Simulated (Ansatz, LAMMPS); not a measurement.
## How well does each level of theory give the bulk modulus B0 of rock-salt NaI?

Reference value: 17.9 GPa (measured, 4 K, not corrected to a static lattice; as tabulated in Doll and Stoll (1998), arXiv:cond-mat/9801031).

```
level (code)                                  value (GPa)  cell (Å³/atom)
--------------------------------------------  -----------  --------------
ionic model catlow1977 (shell model, LAMMPS)         18.6           32.15
LDA (Ansatz)                                         20.8           30.66
PBE (Ansatz)                                   (withheld)           34.80
r²SCAN (Ansatz)                                      17.2           33.71
HSE06 (Ansatz)                                       15.8           34.14
```

Question: What belongs in the gaps?

Answer: 
- PBE (Ansatz, a first-principles code), value (GPa): 15.1

Differences against the reference: ionic model catlow1977 +3.9 %, LDA +16.2 %, PBE -15.6 %, r²SCAN -3.9 %, HSE06 -11.7 %.

Leaving aside ionic model catlow1977, which can be fitted to such values or carry a doubt: Of these levels r²SCAN (-3.9 %) comes nearest. Farthest off: LDA (+16.2 %), PBE (-15.6 %). Of these only r²SCAN lands within 10 %.

Published values of wave-function and many-body methods: 18.6 GPa (published CCSD(T) increments value, static lattice; Doll and Stoll (1998), arXiv:cond-mat/9801031).

The reference has no zero-point or thermal correction, while the calculations are for a static lattice, so the differences are not the levels' errors alone.  Each level is taken at its own relaxed cell. Cutoffs and k meshes differ between the levels. Ansatz's density-functional and Hartree–Fock values are scalar-relativistic unless marked +SOC, with PAW data made under PBE.

Empirical potentials (ionic model catlow1977) are fitted to chosen data, which need not cover the solid at hand: agreement can be built in, and what lay outside the fit can be far off.

Differences are worked out from the printed values.
